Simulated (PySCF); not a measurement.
# C₄H₅P: electronic excitations and core binding energies

Wanted: the electronic excitations and core binding energies of C₄H₅P (`P#CC1CC1`), by calculation.

Computed with PySCF 2.14.0, with density-fitted response routines of our own, on a single molecule in the gas phase. Atoms count from 0, in the outputs and in this text.

**1. The molecule as given**

10 atoms, charge 0, multiplicity 1; geometry from: GFN2-xTB.

Bonds of the start (Å): P0–C1 1.55, C1–C2 1.42, C2–C3 1.51, C3–C4 1.49, C4–C2 1.51, C2–H5 1.09, C3–H6 1.08, C3–H7 1.08, C4–H8 1.08, C4–H9 1.08.

**2. Ultraviolet spectrum: CAM-B3LYP/def2-SVPD**

Job settings and geometry (Å):

```
{"job": {"kind": "uv", "xc": "CAM-B3LYP", "basis": "def2-SVPD", "nstates": 8, "ntriplets": 3}, "charge": 0, "multiplicity": 1}
P      3.117915    -0.367078    -0.144600
C      1.627217    -0.208373     0.265818
C      0.259034    -0.059876     0.604341
C     -0.794962    -0.641050    -0.310828
C     -0.616769     0.837890    -0.240209
H      0.055076    -0.084620     1.670840
H     -0.453533    -1.151216    -1.199084
H     -1.666308    -1.085869     0.145465
H     -0.156228     1.333912    -1.081438
H     -1.362560     1.430936     0.267166
```

With the program's defaults for keys left out, this is: TDDFT CAM-B3LYP/def2-SVPD, vertical, gas phase, core orbitals frozen in the response.

Command:

```bash
OMP_NUM_THREADS=1 python probes_run.py task.json out
```

This one command runs all jobs of the session in turn.

**Question.** This job is followed by: delta-SCF UKS SCAN, pcX-2 on the ionised atom, pcseg-1 elsewhere, spin-free X2C. Predict these results of the whole session: lowest singlet (CAM-B3LYP/def2-SVPD); brightest single state of those computed; lowest triplet; C1s binding energies, SCAN/pcX-2 (standing for 3 of 4 atoms); P1s binding energies, SCAN/pcX-2; P2p binding energies, SCAN/pcX-2.

The runs gave:

| quantity | value |
| --- | --- |
| lowest singlet (CAM-B3LYP/def2-SVPD) | 4.01 eV (309 nm), f = 0.000 |
| brightest single state of those computed | state 5, 7.06 eV, f = 1.057 |
| lowest triplet | 3.22 eV |
| C1s binding energies, SCAN/pcX-2 (standing for 3 of 4 atoms) | C2 291.42, C3 290.89 eV |
| P1s binding energies, SCAN/pcX-2 | P0 2149.37 eV |
| P2p binding energies, SCAN/pcX-2 | P0 136.19 eV |

In words: The first singlet state (HOMO→LUMO 0.88) lies at 4.01 eV and is dark; of the 8 states computed, the strongest absorption comes from state 5 at 7.06 eV. The lowest triplet lies 0.79 eV below the lowest singlet (triplets in Tamm-Dancoff, singlets in full TDDFT). The C1s levels kept as sound span 0.53 eV, from C3 (three-membered-ring carbon) up to C2 (three-membered-ring carbon). Only 3 of the 4 C atoms are covered by sound results.
